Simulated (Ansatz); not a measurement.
# CNa: the cost of one run

Method: def2-QZVPP, all electrons in the functionals, frozen cores in the correlation of double hybrids and RPA; program: Ansatz 0.2.0, Gaussian basis.

Plan: wB97M-V, B2PLYP, at charge 1, triplet; charge 0, doublet; charge 0, quartet; charge 1, singlet; charge 1, quintet.

2 further runs of the same task are left out: 2 set aside as unsound or not needed.

### Step 1. The geometry

The geometry is a PBE0/def2-TZVP stationary point (not a proven minimum).

2 atoms, charge 1, spin multiplicity 3.

Atoms are counted from 1 here; the program's logs count them from 0.

Bond lengths: C1–Na2 2.711 Å.

As a file:

```
C     0.0000    0.0000    0.0000
Na    0.0000    0.0000    2.7114
```

No dispersion term is added; wB97M-V holds VV10 nonlocal correlation.

The geometry shown and the zero of energy belong to the point charge 1, triplet. The yardstick, UCCSD(T), and other wave-function levels (R restricted, U unrestricted, valence and pair active spaces) come from earlier runs.

### Step 2. wB97M-V, charge 1, triplet

Contents of in.yaml:

```yaml
crystal:
  periodic: [false, false, false]
  atoms:
    - {symbol: C, position_ang: [0.000000, 0.000000, 0.000000]}
    - {symbol: Na, position_ang: [0.000000, 0.000000, 2.711400]}
basis:
  gaussian: {orbitals: "def2-QZVPP.json"}
total_charge: 1
magnetization: {spin_polarized: true, initial_magnetization: 2}
hamiltonian: {xc: {name: wB97M-V}}
output: {orbitals: {seedname: orbitals}}
```

The run is started by

```sh
$ ansatz run in.yaml --threads 1 --pin off --events-out ev --progress --plain --max-ram 2393MiB
```

**Question.** How long does this run take on 1 thread of Arm Neoverse V2, shared host, and how much memory does it need?

About 14 s, with a peak of 0.32 GiB.
